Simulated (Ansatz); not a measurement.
A nudged elastic band was laid between two geometries of CH3 + CH3Cl (9 atoms, charge 0, multiplicity 2).

Computed with UKS PBE0/def2-SVP (Ansatz 0.2.0).

```yaml
movable_images: 5
climbing_image: yes
spring: 5.0 eV/Å²
optimiser: quadratic models (default)
start_path: through a guess of the saddle point
force_threshold: 0.05 eV/Å
iteration_limit: 60
end_points: relaxed
```

First end point:

```xyz
9
Properties=species:S:1:pos:R:3
H 0.638 -0.161 -0.795
C 0.690 0.756 -1.396
Cl -0.341 1.991 -0.638
C -0.750 -1.070 1.657
H 0.325 0.562 -2.412
H 1.722 1.126 -1.432
H 0.017 -1.268 2.407
H -0.875 -0.063 1.254
H -1.425 -1.871 1.354
```

Last end point:

```xyz
9
Properties=species:S:1:pos:R:3
H -0.599 0.019 0.983
C 0.960 1.073 -2.006
Cl 0.107 2.171 -1.034
C -0.698 -0.935 1.519
H 0.408 0.531 -2.773
H 2.013 0.902 -1.783
H 0.216 -1.126 2.098
H -1.558 -0.888 2.200
H -0.848 -1.748 0.796
```

Which bonds break or form, and what moves?

Bonds broken: H1–C2. Bonds formed: H1–C4. CH3 + CH3Cl becomes CH2Cl + CH4.

Give the energies along the band, and the barrier.

The forces met the threshold. The highest image is number 3 of 0 to 6, 11.1 kcal/mol above the first end and 17.3 kcal/mol above the last; the last end lies 6.2 kcal/mol below the first. A vibrational analysis at the climbing image gives one clearly imaginary mode, 1539i cm⁻¹: a first-order saddle point.

```csv
image,path coordinate (Å),energy (kcal/mol),H1–C2 (Å),H1–C4 (Å)
0,0.00,0.0,1.10,2.96
1,0.82,0.4,1.10,2.57
2,1.65,1.6,1.10,2.22
3,2.47,11.1,1.31,1.38
4,3.43,-4.7,2.37,1.10
5,4.39,-5.9,2.91,1.10
6,5.35,-6.2,3.53,1.10
```

What is the geometry of the highest image?


```xyz
9
Properties=species:S:1:pos:R:3
H 0.033 -0.085 -0.033
C 0.468 0.603 -1.057
Cl 0.103 2.291 -0.777
C -0.449 -0.769 1.064
H -0.069 0.218 -1.932
H 1.550 0.430 -1.102
H 0.355 -0.698 1.804
H -1.349 -0.202 1.325
H -0.644 -1.787 0.708
```

What are the harmonic wavenumbers there?

1539i, 16, 104, 328, 485, 562, 657, 801, 1044, 1081, 1121, 1364, 1374, 1405, 1415, 1416, 3085, 3118, 3230, 3252, 3254 cm⁻¹.

The run took 3.5 min on 2 threads of AMD EPYC 7R43 64-Core Processor (Zen 3), on a shared host, peak memory 0.22 GiB.
